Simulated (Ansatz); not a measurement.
# C3H7NO: harmonic frequencies at the relaxed geometry

At which frequencies does C3H7NO vibrate? Wanted for C3H7NO: harmonic frequencies at the relaxed geometry. SMILES: CN(C)C=O.

Program: the Python package of Ansatz 0.2.0. Level of theory: PBE/6-31G*. These are calculated values, not measurements.

## (1) Starting point

Bond lengths: C1–N2 1.448 Å, N2–C3 1.450 Å, N2–C4 1.380 Å, C4–O5 1.224 Å, C1–H6 1.094 Å, C1–H7 1.094 Å, C1–H8 1.094 Å, C3–H9 1.093 Å, C3–H10 1.094 Å, C3–H11 1.094 Å, C4–H12 1.103 Å. Angles (14 of 18 angles, heavy atoms first): C1–N2–C3 117.9°, C1–N2–C4 121.3°, C3–N2–C4 120.3°, N2–C4–O5 126.0°, N2–C1–H6 111.1°, N2–C1–H7 109.0°, N2–C1–H8 108.8°, N2–C3–H9 111.6°, N2–C3–H10 108.7°, N2–C3–H11 109.0°, N2–C4–H12 112.8°, O5–C4–H12 121.1°, H6–C1–H7 109.2°, H6–C1–H8 109.0°.

The script holds or builds the structure itself.

## (2) The code

File c3h7no_freq.py:

```python
"""Harmonic frequencies of C3H7NO at its relaxed geometry."""

import argparse

import ansatz
import numpy as np

parser = argparse.ArgumentParser(description="Harmonic frequencies of C3H7NO at its relaxed geometry.")
parser.add_argument("--basis-set", default="6-31G*", help="Gaussian basis set")
parser.add_argument("--xc", default="pbe", help="exchange-correlation functional")
args = parser.parse_args()


def main() -> None:
    system = (
        ansatz.Crystal.molecule()
        .atom("C", [1.3492, 0.1341, 0.2351])
        .atom("N", [-0.0826, 0.1459, 0.0169])
        .atom("C", [-0.7974, -1.11, 0.1352])
        .atom("C", [-0.7261, 1.2704, -0.457])
        .atom("O", [-1.907, 1.3456, -0.7702])
        .atom("H", [1.7682, 1.141, 0.1553])
        .atom("H", [1.5544, -0.263, 1.2332])
        .atom("H", [1.8153, -0.5066, -0.519])
        .atom("H", [-1.8756, -0.9717, 0.0185])
        .atom("H", [-0.4398, -1.7916, -0.6421])
        .atom("H", [-0.5978, -1.5409, 1.1205])
        .atom("H", [-0.0607, 2.1469, -0.5264])
    )

    model = (
        system.calculation()
        .basis(gaussian=args.basis_set)
        .functional(args.xc)
    )
    symbols = [site.symbol for site in system.cartesian_sites]
    start = np.array([site.position_ang for site in system.cartesian_sites], dtype=float)
    report = model.relax(force_tolerance=0.003, max_steps=100).run(threads=1).report
    end = np.array(report["positions_ang"])

    print("final positions (A) and the move of each atom")
    for symbol, xyz, old in zip(symbols, end, start):
        print(f"{symbol:2s} {xyz[0]:10.5f} {xyz[1]:10.5f} {xyz[2]:10.5f}   {np.linalg.norm(xyz - old):7.4f}")

    # same settings at the minimum
    minimum = ansatz.Crystal.molecule()
    for symbol, place in zip(symbols, end):
        minimum = minimum.atom(symbol, place.tolist())
    vibrating = (
        minimum.calculation()
        .basis(gaussian=args.basis_set)
        .functional(args.xc)
        .phonons(temperatures=(100, 500, 100))
    )
    vib = vibrating.run(threads=1).report["vibrations"]
    sums = vib["harmonic_sums"]
    modes = [m["omega_inv_cm"] for m in sums["modes_at_gamma"] if m["rigid_motion"] == "no"]
    print("frequencies (1/cm):", " ".join(f"{w:.0f}" for w in modes))
    print("imaginary modes:", sum(w < 0 for w in modes), " zero-point energy:", round(sums["zero_point_energy_ev"], 4), "eV")
    print("T (K)   F_vib (eV)   S_vib (meV/K)   C_vib (meV/K)")
    for row in zip(sums["temperatures_k"], sums["vibrational_free_energy_ev"], vib["entropy_ev_per_k"], vib["heat_capacity_ev_per_k"]):
        print(f"{row[0]:6.1f} {row[1]:11.4f} {1000 * row[2]:13.4f} {1000 * row[3]:15.4f}")

    # all hydrogen replaced by deuterium
    heavier = vibrating.phonons(masses={"H": 2.014102}).run(threads=1).report["vibrations"]["harmonic_sums"]
    print("deuterated (1/cm):", " ".join(f"{m['omega_inv_cm']:.0f}" for m in heavier["modes_at_gamma"] if m["rigid_motion"] == "no"))
    print("zero-point energy falls by", round(sums["zero_point_energy_ev"] - heavier["zero_point_energy_ev"], 4), "eV")


if __name__ == "__main__":
    main()
```

## (3) The input behind the calls

The package turns the script's settings into the engine's input (first run):

```yaml
crystal:
  periodic: [false, false, false]
  atoms:
    - { symbol: C, position_ang: [1.3492, 0.1341, 0.2351] }
    - { symbol: "N", position_ang: [-0.0826, 0.1459, 0.0169] }
    - { symbol: C, position_ang: [-0.7974, -1.11, 0.1352] }
    - { symbol: C, position_ang: [-0.7261, 1.2704, -0.457] }
    - { symbol: O, position_ang: [-1.907, 1.3456, -0.7702] }
    - { symbol: H, position_ang: [1.7682, 1.141, 0.1553] }
    - { symbol: H, position_ang: [1.5544, -0.263, 1.2332] }
    - { symbol: H, position_ang: [1.8153, -0.5066, -0.519] }
    - { symbol: H, position_ang: [-1.8756, -0.9717, 0.0185] }
    - { symbol: H, position_ang: [-0.4398, -1.7916, -0.6421] }
    - { symbol: H, position_ang: [-0.5978, -1.5409, 1.1205] }
    - { symbol: H, position_ang: [-0.0607, 2.1469, -0.5264] }
basis:
  gaussian:
    orbitals: "6-31G*"
hamiltonian:
  xc: pbe
relax:
  f_tol: 0.003
  max_steps: 100
```

## (4) The run

On the command line:

```console
> python c3h7no_freq.py
```

Without the output at hand: what should come out? Wanted: highest frequency; imaginary modes; zero-point energy.

The runs gave:

```
         quantity      value
    runs compared          3
highest frequency  3100 cm⁻¹
  imaginary modes          0
zero-point energy   2.727 eV
```

Run 1: The relaxation took 8 moves; the largest shift is 0.156 Å, of atom 9 (H). All frequencies are real, so the geometry is a minimum. The values are harmonic; measured fundamentals also hold anharmonic shifts, mostly downward for stretches. The frequencies are harmonic and unscaled, in a modest basis. The result belongs to the one conformer reached from this start, and soft torsions count as harmonic oscillators.
